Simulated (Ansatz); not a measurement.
**C2H3O, doublet: the ladder up to full CI**

Geometry: MP2(full)/6-31G*, from the G2/97 set.

| atom | x (Å) | y (Å) | z (Å) |
| --- | --- | --- | --- |
| C | -1.0631 | -0.7108 | 0.0000 |
| C | -0.0848 | 0.4433 | 0.0000 |
| H | -0.5404 | -1.6708 | 0.0000 |
| H | -1.7024 | -0.6262 | 0.8811 |
| H | -1.7024 | -0.6262 | -0.8811 |
| O | 1.1103 | 0.3850 | 0.0000 |

Basis STO-3G; Ansatz 0.2.0. Only valence electrons are correlated (noble-gas cores frozen), which leaves 17 electrons in 15 orbitals. Prefix R: restricted or restricted open-shell reference; prefix U: unrestricted. Active spaces: frontier = (9e, 9o) about the gap.

Full CI is exact within this basis and frozen core; it isn't the basis-set limit. The frozen core follows each run's orbitals, which can shift R against U totals by a few meV.

Unrestricted rows (U) aren't spin-pure: their determinants' ⟨S²⟩ exceeds S(S+1) by up to 0.19, so they mix in states of higher spin. For open shells CISD and CISDTQ are restricted-active-space CI with the open shells as a complete middle space.

* UHF ⟨S²⟩: 0.939
* T1 diagnostic (RCCSD): 0.0190
* largest doubles amplitude (RCCSD): 0.137
* T1 diagnostic (UCCSD): 0.0470

```
                      level  E − E(full CI) (kcal/mol)  share of correlation (%)  wall time
                        RHF                     128.59                      0.00          –
                        UHF                     126.01                      2.01          –
                       RMP2                      21.95                     82.93          –
                       UMP2                      34.56                     73.12          –
                       CISD                      13.03                     89.86     0.39 s
                      RCCSD                       4.33                     96.63          –
                      UCCSD                       3.26                     97.47          –
                   RCCSD(T)                       0.95                     99.26     0.62 s
                   UCCSD(T)                       1.11                     99.14     0.79 s
                    BCCD(T)                       1.23                     99.04     0.79 s
                     RCCSDT                       0.16                     99.88          –
                     UCCSDT                       0.15                     99.88          –
                     CISDTQ                       0.79                     99.39        8 s
                  RCCSDT(Q)                       0.11                     99.91      7.5 s
                  UCCSDT(Q)                       0.00                    100.00      6.5 s
                    RCCSDTQ                       0.05                     99.96    2.7 min
                    UCCSDTQ                       0.04                     99.97    2.8 min
    CASSCF (frontier space)                      44.82                     65.15          –
    NEVPT2 (frontier space)                      13.19                     89.75        8 s
NEVPT4(SD) (frontier space)                       2.02                     98.43       12 s
    MRCISD (frontier space)                       1.49                     98.84          –
  MRCISD+Q (frontier space)                      -0.13                    100.10       12 s
```

The correlation energy at full CI, counted from RHF, is -5.576 eV. That run took 11 s on 2 threads of AMD EPYC 7R13 with a shared H100 80 GB, shared host over 16,103,043 determinants.

Times hold each run's SCF and search for its determinant on a shared host, so for small cases they say little of a method's own cost; they ran on 1 thread of AMD EPYC 7R13.

Not variational, and here over 5 meV under the exact energy: MRCISD+Q (frontier space).

The full-CI state has the irrep A' of Cs, in the program's axes.

Natural occupations of full CI about the gap: 1.975 1.972 1.963 1.910 1.026 0.098 0.029 0.024 0.023 0.021; effectively unpaired electrons, Σ n²(2−n)², 1.09.

Atomization energy (electronic, same basis, no zero-point term; atoms at the same level, unrestricted beside the R rows where the molecule is a closed shell, with restricted open-shell steps beyond CCSDT(Q)) at full CI: 2331.1 kJ/mol. Errors of other levels:

```csv
level,error (kJ/mol)
RHF,-431.8
UHF,-421.0
RMP2,-37.3
UMP2,-90.1
CISD,-54.5
RCCSD,-18.1
UCCSD,-13.7
RCCSD(T),-4.0
UCCSD(T),-4.7
BCCD(T),-5.2
RCCSDT,-0.7
UCCSDT,-0.7
CISDTQ,-3.3
RCCSDT(Q),-0.5
UCCSDT(Q),0.0
RCCSDTQ,-0.2
UCCSDTQ,-0.2
```

This basis is far from its limit, so the value isn't to be set against a measured one. Truncated CI isn't size-consistent, which counts against it in atomization.
